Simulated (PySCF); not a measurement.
Atoms are numbered as in `[C-:1]#[N+:2][C:3]([CH3:4])([CH3:5])[CH3:6]`. Hydrogens are named by the atom that carries them.

Geometry: PBE0-D3(BJ)/def2-SVP; GIAO shifts from PySCF 2.14, gas phase, non-relativistic, averaged over equivalent atoms.

At PBE0/pcSseg-0 (72 basis functions, 5.7 s wall time on 1 thread of an Intel Xeon Platinum 8375C, shared host):
```csv
atoms,δ (ppm)
C1,182.1
C3,50.9
C4/C5/C6,35.5
N2,213.4
H(C4)/H(C5)/H(C6),1.76
```

References, each an isolated molecule treated in the same way: TMS for 13C (σ = 193.52 ppm) and 1H (σ = 32.83 ppm); 15N (σ = 266.02 ppm) against NH3.

What do these become at PBE0/aug-cc-pVDZ?

## Answers


```csv
atoms,δ at PBE0/aug-cc-pVDZ,change
C1,164.8,-17.3
C3,51.3,+0.4
C4/C5/C6,31.2,-4.3
N2,199.3,-14.1
H(C4)/H(C5)/H(C6),1.40,-0.36
```

Shifts are taken against calculated references (same method and geometry level): 13C (σ = 195.12 ppm) and 1H (σ = 31.39 ppm) vs TMS; 15N (σ = 269.84 ppm) against NH3.

The largest change is at C1 (isocyanide carbon). Cost: 219 basis functions, 32 s wall time on 1 thread of an Intel Xeon Platinum 8375C, shared host. The order of the carbon signals is the same at both levels.

Experimental scales use liquid or dissolved standards, which lie at an offset from isolated NH3 (liquid NH3: subtract about 20 ppm). Unscaled 15N shifts of sp2 nitrogen come out 20 to 40 ppm too high even then.
